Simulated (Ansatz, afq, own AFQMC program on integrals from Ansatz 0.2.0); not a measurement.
**Mg$_{2}$, triplet → Mg₂, quintet, worked out**

```xyz
2

Mg    0.0000    0.0000    0.0000
Mg    0.0000    0.0000    2.7658
```

Both states at this geometry.

Basis cc-pVDZ. Noble-gas cores (and the filled d shells of Ga–Kr and In–Xe) are frozen. AFQMC by an in-house program on the Cholesky factors that Ansatz 0.2.0 writes for its CCSD(T) run. The CISD trial takes its coefficients from CCSD amplitudes. Released means that phaseless walkers are propagated on without the constraint, phases kept. ± is one standard error of the sampling.

Total energies in eV. CBS is CCSD(T) at the limit of def2-TZVPP/QZVPP (extrapolated itself); the highest rung of each member is named.

Cautions: Mg₂ (triplet): another spin lies lower, the search met a lower determinant of the same kind, perhaps of another symmetry (89 meV lower), and this one is a saddle point, strong correlation (T1 0.058, weight of the determinant 0.88, largest double 0.10), unrestricted determinant spin contaminated (⟨S²⟩ 2.16 against 2.00), the released energies are still falling, so no released level is given (meV from the phaseless value at times in 1/Eh: -4 ± 6 at 0.24, -8 ± 6 at 0.51, -10 ± 4 at 0.99, -10 ± 3 at 1.62, -17 ± 3 at 2.40), its ph-AFQMC/CISD value lies 23 ± 4 meV above full CI; Mg₂ (quintet): another spin lies lower, the search met a lower determinant of the same kind, perhaps of another symmetry (97 meV lower), and this one is a saddle point; core correlation is missing, and it shifts such a gap most where an s electron is promoted.

```json
{"member": "Mg₂, quintet", "count": "+1", "CCSD(T)/cc-pVDZ": "-10860.6324", "highest rung in cc-pVDZ": "-10860.6460", "which": "FCI", "CCSD(T)/CBS": "-10861.3123"}
{"member": "Mg₂, triplet", "count": "-1", "CCSD(T)/cc-pVDZ": "-10863.2830", "highest rung in cc-pVDZ": "-10863.3211", "which": "FCI", "CCSD(T)/CBS": "-10863.9751"}
```

Task: Work out the best estimate of the vertical spin gap: the CCSD(T)/CBS difference plus the step from CCSD(T) to the highest rung.

Result: Sums with the counts: CCSD(T)/CBS 2.6628 eV, highest rung 2.6751 eV, CCSD(T)/cc-pVDZ 2.6506 eV. The step is 2.6751 − 2.6506 = 0.0245 eV, so the best estimate is 2.6628 + (0.0245) = 2.6873 eV = 62.0 kcal/mol. The basis set is worth 0.012 eV of it. Zero-point, core-correlation and spin–orbit terms aren't in it. Past Ne the Hartree–Fock part of each CBS total tends to overshoot, since the cores don't follow the formula; that largely cancels in the difference.

Best estimates are given only where the step beyond CCSD(T) is under 0.3 eV and no member's determinant is very poor (T1 over 0.05, or 0.07 for open shells, ⟨S²⟩ too high by 0.3, two states mixed), so the hardest cases are missing from such tables.

Each member of a difference takes its own highest rung, so a best estimate needn't equal the limit plus the step of one row.
